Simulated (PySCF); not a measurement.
# One shape, several levels: CClF3 (SMILES FC(F)(F)Cl)

Wanted: a comparison of 6 runs (HF/STO-3G, HF/3-21G, B3LYP/6-31G*, B2PLYP/def2-SVPD, wB97M-V/def2-SVPD, SCS-MP2/def2-SVPD) of CClF3. Input form: a Python script.

The calculation is run with PySCF 2.14.0.

1 further run of the same task is left out (set aside as unsound or not needed).

## Step 1: The system as given

CClF3: 5 atoms, total charge 0, spin state singlet. SMILES: `FC(F)(F)Cl`. The coordinates come from a PBE0-D4/def2-TZVP relaxation.

Bond lengths: F1–C2 1.322 Å, C2–F3 1.322 Å, C2–F4 1.322 Å, C2–Cl5 1.756 Å. Angles: F1–C2–F3 108.7°, F1–C2–F4 108.7°, F1–C2–Cl5 110.2°, F3–C2–F4 108.7°, F3–C2–Cl5 110.2°, F4–C2–Cl5 110.2°.

## Step 2: A single-point energy at HF/STO-3G (run 1)

calc.py

```python
from pyscf import gto

molecule = gto.M(
    atom=[
    ('F', (0.213700, 0.019100, 1.326100)),
    ('C', (-0.002200, -0.082500, 0.026100)),
    ('F', (-1.249600, -0.474600, -0.167100)),
    ('F', (0.811700, -0.999000, -0.468500)),
    ('Cl', (0.276300, 1.463300, -0.758000)),
],
    basis='sto-3g',
    max_memory=1860,
    verbose=4,
)

mf = molecule.RHF()
mf.conv_tol = 1e-10
mf.kernel()
if not mf.converged:
    mf = mf.newton().run(mf.mo_coeff, mf.mo_occ)

etot = mf.e_tot
print(f'total energy: {etot:.8f} hartree')
```

Launch:

```console
OMP_NUM_THREADS=1 python calc.py
```

The program printed:

```text
PySCF version 2.14.0

[... 55 lines left out ...]
converged SCF energy = -786.09776338875
total energy: -786.09776339 hartree
```

Wall time 0.97 s (1 thread of Intel Xeon at 2.70GHz, shared host); peak memory 0.12 GiB.

## Step 3: The energy at HF/3-21G (run 2)

input.py

```python
from pyscf import gto

mol = gto.Mole()
mol.atom = '''
F    0.213700   0.019100   1.326100
C   -0.002200  -0.082500   0.026100
F   -1.249600  -0.474600  -0.167100
F    0.811700  -0.999000  -0.468500
Cl   0.276300   1.463300  -0.758000
'''
mol.max_memory = 1860
mol.basis = '3-21g'
mol.verbose = 4
mol.build()

calc0 = mol.RHF()
calc0.conv_tol = 1e-10
calc0.kernel()
if not calc0.converged:
    calc0 = calc0.newton().run(calc0.mo_coeff, calc0.mo_occ)

e_final = calc0.e_tot
print('Final energy', e_final)
```

Launch:

```console
OMP_NUM_THREADS=1 python input.py
```

The program printed:

```text
PySCF version 2.14.0

[... 59 lines left out ...]
converged SCF energy = -791.642735223421
Final energy -791.642735223421
```

Wall time 0.91 s (1 thread of Intel Xeon at 2.70GHz, shared host); peak memory 0.12 GiB.

Runs 3 to 5 aren't shown in full; the table further down has their settings and results.

## Step 4: The energy at SCS-MP2/def2-SVPD (run 6)

calc.py

```python
from pyscf import gto, scf, mp

mol = gto.M(
    atom=[
    ('F', (0.213700, 0.019100, 1.326100)),
    ('C', (-0.002200, -0.082500, 0.026100)),
    ('F', (-1.249600, -0.474600, -0.167100)),
    ('F', (0.811700, -0.999000, -0.468500)),
    ('Cl', (0.276300, 1.463300, -0.758000)),
],
    spin=0,
    basis='def2-svpd',
    max_memory=1860,
    verbose=3,
    charge=0,
)

mf = scf.RHF(mol)
mf.conv_tol = 1e-10
mf.kernel()
if not mf.converged:
    mf = mf.newton().run(mf.mo_coeff, mf.mo_occ)

pt = mp.MP2(mf, frozen=9).run()
e_tot = mf.e_tot + 1.2 * pt.e_corr_os + pt.e_corr_ss / 3
print(f'total energy: {e_tot:.8f} hartree')
```

Launch:

```console
OMP_NUM_THREADS=1 python calc.py
```

The program printed:

```text
converged SCF energy = -795.289620325523
E(RMP2) = -796.147447186057  E_corr = -0.857826860534327
E(SCS-RMP2) = -796.111338243122  E_corr = -0.821717917599217
total energy: -796.11133824 hartree
```

Wall time 4.2 s (1 thread of Intel Xeon at 2.70GHz, shared host); peak memory 0.38 GiB.

## Step 5: The series

```tsv
run	level	integration grid	frozen core orbitals	energy (Eh)	dipole moment (D) of the reference	HOMO energy (eV)	LUMO energy (eV)	wall time
1	HF/STO-3G	–	–	-786.097763	1.06	-11.75	9.07	0.97 s
2	HF/3-21G	–	–	-791.642735	0.31	-14.03	4.60	0.91 s
3	B3LYP/6-31G* (spherical functions)	5	–	-797.809362	0.04	-9.49	0.12	12 s
4	B2PLYP/def2-SVPD	5	9	-797.068704	0.48	-11.56	1.00	22 s
5	wB97M-V/def2-SVPD	5	–	-797.363041	0.39	-12.56	1.41	88 s
6	SCS-MP2/def2-SVPD	–	9	-796.111338	0.54	-13.87	2.50	4.2 s
```

## Step 6: Outcome

```
                                          quantity          value
                               run 6: total energy  -796.11134 Eh
       run 6: dipole moment (Hartree–Fock density)         0.54 D
        run 6: HOMO energy (Hartree–Fock orbitals)      -13.87 eV
        run 6: LUMO energy (Hartree–Fock orbitals)        2.50 eV
      run 6: HOMO–LUMO gap (Hartree–Fock orbitals)       16.37 eV
run 6: correlation energy (9 core orbitals frozen)     -821.7 mEh
```

What this shows: Over runs 1, 2, 3, 4, 5 the dipole moment (its size) runs from 0.04 D (B3LYP/6-31G*) to 1.06 D (HF/STO-3G). The two ends differ in method and basis. The two dipoles point in opposite directions. Over runs 1, 2, 3, 4, 5 the HOMO–LUMO gap runs from 9.62 eV (B3LYP/6-31G*) to 20.82 eV (HF/STO-3G). Totals of different functionals can't be ranked against each other. In run 1 the basis is minimal, so the values are rough. All runs together took 2.1 min, the longest 88 s.
